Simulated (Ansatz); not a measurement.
Consider the silylene formation by 1,1-elimination: `C[Si](C)(C)C` → `CC` + `C[Si]C`.

Gas-phase electronic energies from Ansatz, PBE0-D4/def2-TZVP geometries. CCSD(T)/CBS is the MP2 limit (def2-TZVPP, def2-QZVPP) plus CCSD(T) − MP2 in def2-TZVPP, frozen cores. This one scheme is used for every species. Functionals use def2-TZVPP.

`C[Si](C)(C)C`:

```xyz
17

C     1.317    1.326    0.159
Si    0.000    0.000    0.000
C    -0.991   -0.090    1.590
C     0.817   -1.657   -0.323
C    -1.143    0.422   -1.426
H     0.871    2.306    0.348
H     1.912    1.403   -0.756
H     2.001    1.106    0.983
H    -1.767   -0.858    1.529
H    -1.482    0.863    1.804
H    -0.350   -0.333    2.442
H     0.072   -2.452   -0.421
H     1.490   -1.931    0.494
H     1.404   -1.636   -1.245
H    -0.593    0.482   -2.369
H    -1.924   -0.335   -1.544
H    -1.635    1.385   -1.266
```

`CC`:

Z-matrix (Å, degrees):
```
C
C 1 1.519
H 1 1.093 2 111.4
H 1 1.093 2 111.4 3 120.0
H 1 1.093 2 111.4 3 -120.0
H 2 1.093 1 111.4 3 180.0
H 2 1.093 1 111.4 3 -60.0
H 2 1.093 1 111.4 3 60.0
```

`C[Si]C`:

Cartesian coordinates in Å:
```
C 0.860 -0.972 0.597
Si -0.409 -0.911 -0.810
C -0.885 0.917 -0.647
H 1.779 -0.531 0.179
H 1.108 -1.985 0.920
H 0.591 -0.362 1.466
H -0.047 1.574 -0.394
H -1.415 1.311 -1.516
H -1.583 0.960 0.205
```

| level | ΔE (kcal/mol) |
| --- | --- |
| PBE-D4 | 65.5 |
| BLYP-D4 | 61.6 |
| PBE0-D4 | 68.5 |
| PBE-QIDH | 69.9 |
| PBE | 62.5 |
| BLYP | 55.8 |
| PBE0 | 65.8 |
| CCSD(T)/def2-SVP | 59.5 |

Question: What does CCSD(T)/CBS give? (Best estimate.)

Answer: Ansatz gave: +66.6 kcal/mol. The listed levels differ from it by -1.1, -5.0, 1.9, 3.3, -4.1, -10.8, -0.8, -7.1 kcal/mol.

Largest T1 diagnostic among the species: 0.012.

From BLYP to BHLYP (50 % exact exchange), in def2-TZVPP and without D4, ΔE moves by +7.9 kcal/mol. In def2-TZVPP, CCSD(T) changes the Hartree–Fock value by +4.7 kcal/mol (the triples alone add +0.8 kcal/mol) and MP2 by +9.4 kcal/mol. Leaving LDA and LC-ωPBE aside and taking each functional with its dispersion term where it has one, the values, not all of them listed here, spread over 9.9 kcal/mol, from BLYP-D4 to r2SCAN0-D4. LDA lies +8.4 kcal/mol from PBE without D4.
